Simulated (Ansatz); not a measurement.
Results of r²SCAN in Ansatz (plane waves, PAW) for rock-salt TiC.

Settings: plane-wave cutoff 560 eV, 22×22×22 k mesh, Fermi–Dirac smearing 0.05 eV, no spin polarisation, scalar-relativistic PAW data made under PBE.

Pressure at four volumes; x = ln(V/10.132 Å³). One pressure is withheld.

```json
[
 {"V (Å³/atom)": "9.524", "x": "-0.0619", "P (GPa)": "?"},
 {"V (Å³/atom)": "9.726", "x": "-0.0409", "P (GPa)": "11.62"},
 {"V (Å³/atom)": "10.132", "x": "0.0000", "P (GPa)": "0.00"},
 {"V (Å³/atom)": "10.739", "x": "0.0582", "P (GPa)": "-13.61"}
]
```

### Question
Pass a parabola P(x) through the three rows shown, estimate the bulk modulus and its pressure derivative near zero pressure, and predict the withheld pressure.

### Answer
Slopes between the rows: (0.00 − (11.62))/(0.0000 − (-0.0409)) = -284.11 and (-13.61 − (0.00))/(0.0582 − (0.0000)) = -233.85 GPa. Their difference over the span 0.0991 is c = 50.26/0.0991 = 507.2 GPa, so P(x) = 11.62 + (-284.11)(x − (-0.0409)) + 507.2 (x − (-0.0409))(x − (0.0000)). At the middle row B = −dP/dx = −[-284.11 + 507.2 × 0.0409] = 263.4 GPa, and B′ = dB/dP = 2c/B = 3.9. At x = -0.0619 the parabola gives 18.25 GPa; the run gives 18.35 GPa. The Birch–Murnaghan fit to the energies at all volumes has B0 = 262 GPa and B′ = 4.0.

Measured, for comparison: bulk modulus 240 GPa (temperature not stated, no zero-point or thermal correction, sources range from 235 to 268; as tabulated in Krasnenko and Brik (2013), arXiv:1306.3139). Computed less measured: bulk modulus +9 % (inside the range of the sources held).

Ansatz is a program for electronic structure.
